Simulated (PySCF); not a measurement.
# How methods differ on the electron affinity of B

B⁻ [He] 2s2 2p2 (3P) → B [He] 2s2 2p1 (2P), as a difference of total energies. Computed with PySCF 2.14 in aug-cc-pCVTZ-DK (7s6p4d2f, 59 functions), with scalar relativity by spin-free X2C-1e. Correlated levels: valence: 1s2 frozen; valence and next inner shell: nothing frozen. The calculations carry no spin-orbit coupling.

```csv
method,electron affinity (eV)
UHF,-0.306
LDA,0.730
PBE,0.606
PBE0,0.469
r2SCAN,0.582
PBEsol,0.592
M06,0.279
BP86,0.676
B97-3,0.323
MP2 (valence),0.206
SCS-MP2 (valence),0.059
MP2 (valence and next inner shell),0.206
SCS-MP2 (valence and next inner shell),0.057
```

Errors of the correlated levels include the incompleteness of this basis and the frozen core.

A negative affinity means that the anion lies above the atom at that level of theory.

In the anion the highest occupied orbital energy is positive at LDA, PBE, PBE0, r2SCAN, PBEsol, M06, BP86, B97-3, a self-interaction effect; the basis confines that electron, and the energy difference can still be sensible.

For comparison: 0.280 eV (measured; photodetachment measurements, as compiled on the Wikipedia data page of electron affinities).
